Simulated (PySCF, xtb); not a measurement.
H₂O₂, SMILES OO (connectivity only; charge and spin as stated), charge +1, multiplicity 2.

Harmonic wavenumbers (cm⁻¹) from GFN2-xTB run with xtb 6.7.1 at its own minimum, in rising order: 773, 1111, 1256, 1334, 2955, 2992.

### Question
What does ωB97X-D3(BJ)/def2-TZVP (PySCF) give at its own minimum? (Estimate from the structure and the level; the computed values follow.)

### Answer
878, 1327, 1334, 1604, 3461, 3483. Paired by order, the mean absolute difference is 278 cm⁻¹ and the zero-point energies are 14.9 and 17.3 kcal/mol.
